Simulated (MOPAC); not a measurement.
MOPAC input (AM1):

```
AM1 FORCE THERMO(298,298) PRECISE LET GEO-OK AUX(PRECISION=9) THREADS=1
C2H6S

C     1.48992963 1    0.64768142 1   -0.00510641 1
C     0.00026146 1    0.82442937 1    0.01109122 1
S    -0.72459201 1   -0.79415780 1   -0.00396498 1
H    -2.00030150 1   -0.45404427 1    0.01243232 1
H    -0.32041311 1    1.38113357 1    0.92443290 1
H    -0.33717026 1    1.40545267 1   -0.88081173 1
H     1.99306292 1    1.64614578 1    0.00367212 1
H     1.83182107 1    0.07314252 1    0.89060645 1
H     1.81501396 1    0.09753751 1   -0.92213523 1
```

Q: Which zero-point energy does it print?

A: 45.49 kcal/mol, from the harmonic wavenumbers of AM1.
